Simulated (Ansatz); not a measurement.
Calculated with Ansatz (gas phase, PBE0-D4/def2-TZVP geometries, no zero-point term in ΔE). CBS: MP2 limit from def2 TZ/QZ plus the TZ coupled-cluster correction, frozen cores. DFT in def2-TZVPP. B3LYP here is the variant with VWN-RPA as its local correlation; programs differ in this. Each species was taken in one conformer, which may not be the lowest.

`C/C=C(\O)C=O` → `C=C(O)CC=O`  (isomerisation)

**Question.** Is it downhill or uphill in electronic energy at CCSD(T)/CBS, and by how much? (An estimate is asked.)

**Answer.** The calculation gave: Nearly level: ΔE = -0.01 eV.

**Question.** What do these levels give: PBE-D4, r2SCAN-D4, ωB97X-V, B3LYP, CCSD/def2-TZVPP, SCS-MP2/def2-QZVPP? (Estimate.)

**Answer.** The calculation gave: PBE-D4 0.12, r2SCAN-D4 0.10, ωB97X-V -0.01, B3LYP 0.07, CCSD/def2-TZVPP -0.04, SCS-MP2/def2-QZVPP -0.02 eV.

Largest T1 diagnostic among the species: 0.015.

From PBE to PBE0 (25 % exact exchange), in def2-TZVPP and without D4, ΔE moves by −0.06 eV. In def2-TZVPP, CCSD(T) changes the Hartree–Fock value by +0.10 eV (the triples alone add +0.03 eV) and MP2 by +0.11 eV.
